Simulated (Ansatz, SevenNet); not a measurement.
For rock-salt LiF, the machine-learned potential SevenNet-l3i5 (trained on PBE and PBE+U data) gives:

```
Item                              Result
------------------------------  --------
equilibrium lattice constant a   4.085 Å
bulk modulus B0                 59.3 GPa
```

Task: What does HSE06 in Ansatz (PAW) give for the same quantities?

Result: 
- lattice constant a: 4.011 Å (shrinks by 1.8 %)
- bulk modulus: 73.6 GPa (increases by 24 %)

For comparison: lattice constant a 3.972 Å (measured, static lattice: zero-point anharmonic expansion removed, sources range from 3.964 to 3.974; as tabulated in Mejia-Rodriguez and Trickey (2018), arXiv:1807.09216); bulk modulus 76.3 GPa (measured, 0 K value with the zero-point phonon effect removed; as tabulated in Mejia-Rodriguez and Trickey (2018), arXiv:1807.09216).

Changes are worked out from the printed values.

Unless a cell is named, each level is at its own relaxed cell (SevenNet-l3i5 8.52, HSE06 8.07 Å³/atom).

Ansatz's density-functional and Hartree–Fock values are scalar-relativistic unless marked +SOC, with PAW data made under PBE.

Ansatz is a quantum-chemistry and plane-wave program.
